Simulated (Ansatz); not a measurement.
# CH₄OSi: up Jacob's ladder to CCSD(T)

An exercise on one series of results from a longer session: the logs are not shown, and one member is left open.

Computed with Ansatz 0.2.0, Gaussian basis. Level: functionals in def2-TZVPP, the program's frozen cores in correlated methods.

The runs, in order: LDA (SPW92), PBE-D4, revPBE-D4, BLYP-D4, r2SCAN-D4, B97M-V, PBE0-D4, B3LYP-D4, r2SCANh-D4, r2SCAN0-D4, HSE06-D4, BHLYP-D4, CAM-B3LYP-D4, LC-ωPBE, ωB97X-V, ωB97M-V, B2PLYP, PBE-QIDH; CCSD(T)/def2-SVP; CCSD(T)/def2-TZVPP; MP2/def2-QZVPP; extrapolation to the limit; RPA on PBE.

## The geometry

All runs share one geometry, relaxed beforehand with PBE0-D4 in a triple-zeta def2 set.

SMILES `CO[SiH]`, 7 atoms, charge 0, spin multiplicity 1.

Atoms are counted from 1 here; the program's logs count them from 0.

Bond lengths: C1–O2 1.410 Å, C1–H4 1.092 Å, C1–H5 1.095 Å, C1–H6 1.092 Å, O2–Si3 1.639 Å, Si3–H7 1.552 Å. Angles: O2–C1–H4 109.2°, O2–C1–H5 110.9°, O2–C1–H6 109.2°, H4–C1–H5 109.5°, H4–C1–H6 108.5°, H5–C1–H6 109.5°, C1–O2–Si3 130.6°, O2–Si3–H7 97.1°.

Set-up of the first run:

Input file in.yaml:

```yaml
crystal:
  periodic: [false, false, false]
  atoms:
    - {symbol: C, position_ang: [-0.512364, 0.485490, -0.338458]}
    - {symbol: O, position_ang: [-0.443243, -0.446463, 0.717588]}
    - {symbol: Si, position_ang: [0.796927, -1.387297, 1.229891]}
    - {symbol: H, position_ang: [-1.296424, 0.180816, -1.035502]}
    - {symbol: H, position_ang: [0.443831, 0.547489, -0.868667]}
    - {symbol: H, position_ang: [-0.769281, 1.467508, 0.065378]}
    - {symbol: H, position_ang: [1.841655, -0.915643, 0.184069]}
basis:
  gaussian: {orbitals: def2-TZVPP}
hamiltonian: {xc: lda}
output: {orbitals: {seedname: orbitals}}
```

Among the steps run: LDA; PBE-D4 (GGA); revPBE-D4 (GGA); BLYP-D4 (GGA); r2SCAN-D4 (meta-GGA); B97M-V (meta-GGA); PBE0-D4 (hybrid); B3LYP-D4 (hybrid); r2SCANh-D4 (hybrid); r2SCAN0-D4 (hybrid); HSE06-D4 (hybrid); BHLYP-D4 (hybrid); CAM-B3LYP-D4 (range-separated); LC-ωPBE-D4 (range-separated; the results give it without D4); ωB97X-V (range-separated); ωB97M-V (range-separated); B2PLYP (double hybrid); PBE-QIDH (double hybrid).

One of the session's tables, all rows but one given; the rest of the session is left out.

It belongs to the step «Frontier levels by functional». 

| functional | HOMO (eV) | LUMO (eV) | gap (eV) |
| --- | --- | --- | --- |
| LDA (SPW92) | -5.50 | -2.97 | 2.53 |
| PBE-D4 | -5.44 | -2.79 | 2.65 |
| revPBE-D4 | -5.42 | -2.73 | 2.69 |
| BLYP-D4 | -5.33 | -2.65 | 2.68 |
| r2SCAN-D4 | -5.65 | -2.67 | 2.98 |
| B97M-V | -5.75 | -2.67 | 3.09 |
| PBE0-D4 | -6.53 | -1.95 | 4.58 |
| B3LYP-D4 | -6.36 | -2.14 | 4.22 |
| r2SCANh-D4 | -6.05 | -2.35 | 3.70 |
| r2SCAN0-D4 | -6.65 | -1.88 | 4.77 |
| HSE06-D4 | -6.13 | -2.33 | 3.80 |
| BHLYP-D4 | -7.51 | -1.03 | 6.49 |
| CAM-B3LYP-D4 | -7.83 | -0.85 | 6.98 |
| LC-ωPBE | ? | ? | ? |
| ωB97X-V | -8.81 | 0.17 | 8.98 |
| ωB97M-V | -8.63 | 0.04 | 8.66 |

Q: Estimate the row for LC-ωPBE from the others.

As computed: HOMO (eV): -9.12; LUMO (eV): 0.27; gap (eV): 9.39. In the column «HOMO (eV)» it is the lowest.
